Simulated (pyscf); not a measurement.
Optimised with ωB97X-D3(BJ)/def2-SVP in PySCF.

SMILES: [NH](C)[Hf]([NH2])([NH2])[NH2]
```xyz
16

C      1.5705     1.1391     1.6970
N      0.3706     0.3290     1.5673
Hf    -0.6166     0.2377    -0.2211
N     -2.2628    -0.9738    -0.0545
N      0.6812    -0.5875    -1.5852
N     -1.2138     2.1132    -0.8200
H      2.4668     0.5481     1.9665
H      1.8028     1.6298     0.7325
H      1.4690     1.9512     2.4420
H      0.1297    -0.1413     2.4356
H     -3.1380    -0.6877     0.3825
H     -2.3878    -1.9123    -0.4265
H      0.7828    -0.3525    -2.5701
H      1.4107    -1.2575    -1.3476
H     -0.8586     3.0195    -0.5224
H     -1.9719     2.2815    -1.4798
```
Charge 0, spin multiplicity 1.

Question: What is the homolytic dissociation enthalpy (298 K, ωB97M-D3(BJ)/def2-TZVP) of the H–N bond of H₃C–NH–Hf(NH₂)(NH₂)–NH₂, to [H₃C–NH–Hf(NH)(NH₂)–NH₂]• + H•?

Answer: H–N to [H₃C–NH–Hf(NH)(NH₂)–NH₂]• + H•: 109.6 kcal/mol. The 7 functionals that were run give +104.5 (r²SCAN) to +109.7 kcal/mol (M06-2X). The radicals are drawn with the spin at the cut bond; how far it spreads was not checked. Other isomers of [H₃C–NH–Hf(NH)(NH₂)–NH₂]• were not searched in full and may lie lower. Open-shell species with a d-block atom are single-reference here; other states, and whether the spin sits on metal or ligand, were not checked. Elements past Kr carry the def2 core potentials, without spin-orbit coupling.
